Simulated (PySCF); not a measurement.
Question: Write Cartesian coordinates for 2-methyl-3-butyn-2-ol, `C#CC(C)(C)O` as optimised with GFN2-xTB.

Answer: 
```
atom  x, y, z in Å
C1     2.446    0.409   -0.344
C2     1.285    0.252   -0.100
C3    -0.138    0.141    0.227
C4    -0.957    0.333   -1.060
C5    -0.414   -1.229    0.851
O6    -0.498    1.113    1.200
H7     3.466    0.513   -0.569
H8    -0.749    1.307   -1.501
H9    -0.703   -0.436   -1.785
H10   -2.017    0.271   -0.827
H11   -1.469   -1.304    1.100
H12   -0.146   -2.021    0.158
H13    0.168   -1.336    1.762
H14   -0.274    1.988    0.866
```

Any rigid rotation of these coordinates is as good. Atoms count from 1 in this order. The 4 C–C bonds span 1.197 Å (C1≡C2, drawn triple) to 1.537 Å (C3–C4, drawn single), a spread of 0.340 Å. O6 (alcohol oxygen) is bent (angle 108.9°). Of the pairs four or more bonds apart, H8···H14 is among the closest relative to their van der Waals radii: 2.51 Å, 105 % of the sum of Bondi's values.

Bonds between heavy atoms (Å): C1≡C2 1.197, C2–C3 1.464, C3–C4 1.537, C3–C5 1.531, C3–O6 1.422.

Computed geometry: GFN2-xTB, gas phase.

Stationary, but not proved a minimum. The numbers are those of one conformer (C2–C3–O6–H 57°).
